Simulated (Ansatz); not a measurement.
A made-up structure of CH$_{3}$AlN, doublet:

C1  (-0.953, -0.181, -0.863)
N2  (0.069, 0.021, 0.038)
Al3  (1.480, 0.311, 1.263)
H4  (-0.965, -1.139, -1.629)
H5  (-1.907, 0.586, -0.948)
H6  (2.277, 0.401, 2.139)
(Å)

It is relaxed with PBE-D4/def2-SVP and then PBE0-D4/def2-TZVP (Ansatz 0.2.0). Atoms count as bonded within 1.22 times the sum of their covalent radii (H–H: 0.88 Å). The end point is not checked to be a true minimum.

(1) Does its bonding change? (A judgement: the text doesn't fix the answer.)

## Answers

(1) By the calculation: No: no bond forms or breaks.

Where it ends: The first stage lowers the energy by 3.59 eV in 9 steps. It ends as CH₃AlN ([CH2][N][AlH]):
```
atom    x (Å)    y (Å)    z (Å)
  C1  -0.8648  -0.1770  -0.7508
  N2   0.1446   0.1122  -0.0799
 Al3   1.6145   0.6004   0.7291
  H4  -0.9198  -1.0824  -1.3737
  H5  -1.7683   0.4511  -0.7582
  H6   1.7939   0.0957   2.2336
```

Labels in which every atom is bracketed show which atoms are joined, not bond orders.

For scale, one of the runs: PBE0-D4/def2-TZVP relaxation, 117 basis functions, launched by `ansatz run in.yaml --threads 2 --pin off --events-out ev --progress --plain --max-ram 4352MiB`. Hardware: 2 CPU threads of an Intel Xeon Platinum 8259CL, shared host. Wall time about 19 s.
